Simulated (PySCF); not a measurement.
## First hyperpolarisability: `Oc1cccs1`, C$_{4}$H$_{4}$OS

Molfile (atoms numbered from 1):
```
C4H4OS
     RDKit          3D

 10 10  0  0  0  0  0  0  0  0999 V2000
    2.3397   -0.0202   -0.2312 O   0  0  0  0  0  0  0  0  0  0  0  0
    1.0045    0.0727   -0.0651 C   0  0  0  0  0  0  0  0  0  0  0  0
    0.1010   -0.8905   -0.3945 C   0  0  0  0  0  0  0  0  0  0  0  0
   -1.2297   -0.4886   -0.1063 C   0  0  0  0  0  0  0  0  0  0  0  0
   -1.3178    0.7568    0.4300 C   0  0  0  0  0  0  0  0  0  0  0  0
    0.2363    1.4694    0.5952 S   0  0  0  0  0  0  0  0  0  0  0  0
    2.7789    0.7576    0.1222 H   0  0  0  0  0  0  0  0  0  0  0  0
    0.3870   -1.8412   -0.8217 H   0  0  0  0  0  0  0  0  0  0  0  0
   -2.0950   -1.1110   -0.2921 H   0  0  0  0  0  0  0  0  0  0  0  0
   -2.1944    1.3018    0.7416 H   0  0  0  0  0  0  0  0  0  0  0  0
  1  2  1  0
  2  3  2  0
  3  4  1  0
  4  5  2  0
  5  6  1  0
  6  2  1  0
  1  7  1  0
  3  8  1  0
  4  9  1  0
  5 10  1  0
M  END
```

Computed with quadratic response CAM-B3LYP/def2-TZVPD first hyperpolarisability, Taylor convention, gas phase in PySCF 2.14.0. Geometry: PBE0-D3(BJ)/def2-TZVP.

(1) What is the first hyperpolarisability, and how does it disperse?

(2) Which lowest excitations, dipole and polarisabilities go with it?

Results:

(1) In au, Taylor convention; the vector part is βᵢ = ⅓ Σⱼ (βᵢⱼⱼ + βⱼᵢⱼ + βⱼⱼᵢ); β∥ is 3/5 of the vector part along the dipole, the dipole points from − to +:
```csv
process,λ (nm),β vector norm,β∥,β HRS,depolarisation ratio
"static β(0;0,0)",∞,229.1,-77.9,89.0,6.41
"second harmonic β(−2ω;ω,ω)",1907,240.1,-81.6,93.3,6.42
"Pockels β(−ω;ω,0)",1907,232.7,-79.1,–,–
"second harmonic β(−2ω;ω,ω)",1064,268.5,-91.2,104.3,6.45
"Pockels β(−ω;ω,0)",1064,240.9,-81.9,–,–
```

(2) S1 4.71 eV (f = 0.000); S2 5.32 eV (f = 0.086); S3 5.62 eV (f = 0.001); dipole 0.83 D; isotropic α 68.1 au static, 68.4 au at 1907 nm, 68.9 au at 1064 nm, 69.1 au at 953.5 nm, 71.4 au at 532 nm.
